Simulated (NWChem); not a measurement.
# Correlation energy of HLi

```xyz
2

Li     0.0000     0.0000     0.3994
H      0.0000     0.0000    -1.1982
```
Charge 0, spin multiplicity 1.

Program: NWChem. Structure: optimised with PBE0/def2-SVP, a minimum by its harmonic frequencies.

Basis set: def2-SVP. Each correlation energy counts from its own Hartree-Fock reference.

The correlated methods freeze no orbitals. The structure started from a generated list of species. Coupled-cluster values serve here as a point of comparison, not as the truth.

Question: Order these methods by the correlation energy they give, lowest first: CCSD+T(CCSD), MP2, SCS-MP2.

Answer: CCSD+T(CCSD) (-29.2 mHa), SCS-MP2 (-26.3 mHa), MP2 (-22.1 mHa)
